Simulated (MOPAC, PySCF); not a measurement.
C$_{3}$H$_{9}$N, SMILES `CN(C)C`, neutral singlet in the gas phase. 

Cartesian coordinates (Å):
```xyz
13

C      1.1461    -0.6526     0.4386
N      0.1572    -0.0367    -0.4221
C     -1.1098    -0.7380    -0.3943
C      0.0077     1.3803    -0.1622
H      0.8710    -0.6268     1.5299
H      2.1227    -0.1374     0.3301
H      1.2896    -1.7163     0.1575
H     -1.8140    -0.2862    -1.1231
H     -1.6113    -0.7210     0.6135
H     -0.9654    -1.8016    -0.6752
H     -0.3814     1.6098     0.8689
H     -0.6970     1.8314    -0.8910
H      0.9847     1.8950    -0.2705
```
Charge 0, spin multiplicity 1.

All levels are single points at this geometry (PBE-D3(BJ)/def2-SVP); Pople sets use spherical d functions. Orbital energies aren't observables, and empty levels follow the basis.

B3LYP/6-311+G** in PySCF gives dipole (D) = 0.49.

Q: Estimate the dipole (D) from each of these levels: PBE-D3(BJ)/def2-TZVP in PySCF; B3LYP/6-31G* in PySCF; BP86/6-31G* in PySCF; PBE/6-31G* in PySCF; HF/3-21G in PySCF; HF/STO-3G in PySCF; AM1 in MOPAC; PM3 in MOPAC.

A: 
```json
[
 {"level": "PBE-D3(BJ)/def2-TZVP in PySCF", "dipole (D)": "0.33"},
 {"level": "B3LYP/6-31G* in PySCF", "dipole (D)": "0.48"},
 {"level": "BP86/6-31G* in PySCF", "dipole (D)": "0.41"},
 {"level": "PBE/6-31G* in PySCF", "dipole (D)": "0.42"},
 {"level": "HF/3-21G in PySCF", "dipole (D)": "0.86"},
 {"level": "HF/STO-3G in PySCF", "dipole (D)": "0.91"},
 {"level": "AM1 in MOPAC", "dipole (D)": "1.09"},
 {"level": "PM3 in MOPAC", "dipole (D)": "1.05"}
]
```
